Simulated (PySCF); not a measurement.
Compound: AlClH₂.
Z-matrix (Å and degrees, PBE0-D3(BJ)/def2-SVP geometry), rows numbered from 1:
```
Al
Cl  1  2.1064
H   1  1.5791  2  117.59
H   1  1.5790  2  117.67  3  -179.93
```

Method: PBE0-D3(BJ)/def2-SVP geometry optimisation, gas phase (PySCF 2.14.0).

Masses are those of the commonest isotopes; rigid-rotor values at the optimised geometry. 

What are A, B and C (MHz)?

Ia = 3.94, Ib = 74.78, Ic = 78.72 u·Å²; 505379 MHz·u·Å²/I gives A = 128109, B = 6758, C = 6420 MHz.

Classify the top.

A near-prolate asymmetric top; Ray's κ = -0.994.

Is it planar, by Δ = Ic − Ia − Ib?

Planar: Δ = Ic − Ia − Ib = 0.00 u·Å². For a rigid frame Δ = −2 Σ m c², so it vanishes when all atoms lie in the ab plane; here none is more than 0.01 Å from it.

Give the coordinates in the principal-axis frame, origin at the centre of mass.

The sense of each axis is arbitrary; atoms in the order of the calculation.
| atom | mass (u) | a (Å) | b (Å) | c (Å) |
| --- | --- | --- | --- | --- |
| Al1 | 26.982 | -1.128 | 0.000 | 0.000 |
| Cl2 | 34.969 | 0.978 | 0.000 | 0.000 |
| H3 | 1.008 | -1.860 | 1.399 | 0.001 |
| H4 | 1.008 | -1.862 | -1.398 | 0.001 |

Predict some low-J microwave lines.

The dipole components are |μa| = 1.24 D, |μb| = 0.00 D, |μc| = 0.00 D; the symmetry axis of this C2v structure is a, so μb and μc vanish by symmetry and there are no b-type or c-type lines. Some lines, for components of 0.1 D or more:

```csv
type,branch,"J(Ka,Kc)",MHz,lower level (cm⁻¹)
a,Q,"1(1,0) ← 1(1,1)",339,4.487
a,Q,"2(1,1) ← 2(1,2)",1016,5.355
a,Q,"3(1,2) ← 3(1,3)",2032,6.657
a,R,"1(0,1) ← 0(0,0)",13178,0.000
a,R,"2(1,2) ← 1(1,1)",26017,4.487
a,R,"2(0,2) ← 1(0,1)",26355,0.440
a,R,"2(1,1) ← 1(1,0)",26695,4.499
a,R,"3(1,3) ← 2(1,2)",39025,5.355
a,R,"3(0,3) ← 2(0,2)",39531,1.319
a,R,"3(2,2) ← 2(2,1)",39534,17.533
a,R,"3(2,1) ← 2(2,0)",39537,17.533
a,R,"3(1,2) ← 2(1,1)",40041,5.389
```

Estimate the classical rotational partition function at 100 K and 298.15 K.

Point group C2v, symmetry number σ = 2; q = (√π/σ)·√((kT/h)³/(ABC)), k/h = 20836.6 MHz/K: 1130 at 100 K, 5820 at 298.15 K.

Whether it is a minimum is left open (no frequencies). Constants of a rigid frame at the computed geometry: no zero-point averaging, no centrifugal distortion. Quadrupole hyperfine structure (27Al, 35Cl) is left out.

Time: 1.8 s of wall time; peak memory 0.31 GiB. Hardware: one thread of an Arm Neoverse V1 (shared host). That covers the optimisation of the geometry.
